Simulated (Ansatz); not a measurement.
Zinc-blende HgS (metastable phase) was calculated with HSE06 (plane waves, PAW; Ansatz, a first-principles code).

Run with plane-wave cutoff 460 eV, 8×8×8 k mesh, Fermi–Dirac smearing 0.01 eV, scalar-relativistic PAW data made under PBE.

Response to compression and expansion:

```csv
V (Å³/atom),P (GPa),direct gap at Γ (eV)
24.666,3.46,0.445
25.489,1.16,0.394
25.964,0.01,0.364
26.613,-1.37,0.322
27.262,-2.57,0.281
```

A straight line through the gaps at Γ against ln V gives a volume deformation potential dE_g(Γ)/d ln V of -1.6 eV: the gap at Γ widens under compression.

Spin–orbit coupling is not included.
